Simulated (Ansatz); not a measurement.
Wurtzite MgTe, treated with PBE (plane waves, PAW; Ansatz, a first-principles code).

Run with plane-wave cutoff 520 eV, 12×12×6 k mesh (along the axes of the cell as run), Fermi–Dirac smearing 0.01 eV, scalar-relativistic PAW data made under PBE.

Shape and atoms are relaxed at each volume.

Pressure at four volumes; x = ln(V/34.482 Å³). One pressure is withheld.

```tsv
V (Å³/atom)	x	P (GPa)
33.103	-0.0408	1.508
34.482	0.0000	0.001
35.172	0.0198	-0.643
35.862	0.0392	?
```

Question: Pass a parabola P(x) through the three rows shown, estimate the bulk modulus and its pressure derivative near zero pressure, and predict the withheld pressure.

Answer: Slopes between the rows: (0.001 − (1.508))/(0.0000 − (-0.0408)) = -36.94 and (-0.643 − (0.001))/(0.0198 − (0.0000)) = -32.53 GPa. Their difference over the span 0.0606 is c = 4.41/0.0606 = 72.8 GPa, so P(x) = 1.508 + (-36.94)(x − (-0.0408)) + 72.8 (x − (-0.0408))(x − (0.0000)). At the middle row B = −dP/dx = −[-36.94 + 72.8 × 0.0408] = 34.0 GPa, and B′ = dB/dP = 2c/B = 4.3. At x = 0.0392 the parabola gives -1.219 GPa; the run gives -1.224 GPa. The Birch–Murnaghan fit to the energies at all volumes has B0 = 33.9 GPa and B′ = 4.2.

Spin–orbit coupling is not included.
